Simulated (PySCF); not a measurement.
Working out the ionisation energy of O

O [He] 2s2 2p4 (3P) → O⁺ [He] 2s2 2p3 (4S). Computed with PySCF 2.14 in Sapporo-DZP-2012 (4s3p1d, 18 functions), with the spin-free X2C one-electron Hamiltonian (Gaussian nucleus). Frozen: 1s2. Energies in hartree (1 hartree = 27.21139 eV):

```csv
part,O (lower),O⁺ (upper)
UHF,-74.836979,-74.397417
CCSD correlation,-0.128126,-0.093920
(T),-0.000950,-0.000648
```

Q: What does Hartree-Fock give?

A: (-74.397417) − (-74.836979) = 0.439562 hartree = 11.961 eV.

Q: What do CCSD and CCSD(T) give?

A: The CCSD correlation energies differ by 0.034206 hartree = 0.931 eV and the triples by 0.000302 hartree = 0.008 eV, so CCSD gives 12.892 eV and CCSD(T) 12.900 eV.

Measured between the centres of the two terms (NIST): 13.608 eV, so CCSD(T) (valence) is off by -0.708 eV.

A double-zeta basis recovers only part of the correlation energy.

What remains against the reference includes basis incompleteness, the frozen core and higher excitations.
